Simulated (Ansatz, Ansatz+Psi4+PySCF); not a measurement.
Two shapes of singlet HClO.

Shape 1:

```xyz
3

O     0.0367    1.1135    0.0000
H    -0.9175    1.3289    0.0000
Cl    0.0367   -0.6022    0.0000
```

Shape 2:

```xyz
3

O     0.0367    1.1202    0.0000
H    -0.9175    1.3356    0.0000
Cl    0.0367   -0.6155    0.0000
```

Basis set: cc-pVTZ on H, O; cc-pV(T+d)Z on Cl (spherical functions). Left uncorrelated: 6 orbitals. Charge 0, multiplicity 1.

Computed with Ansatz (development build ahead of 0.2.0) and Psi4 1.11; each method stands on the lowest determinant of its kind that the runs found.

Q: Which shape is lower in energy, and by how much in each method?

A:

| method | E(2) − E(1) (eV) |
| --- | --- |
| RHF | 0.039 |
| RHF-MP2 | 0.017 |
| RHF-CCSD(T) | 0.011 |

Shape 1 is lower.
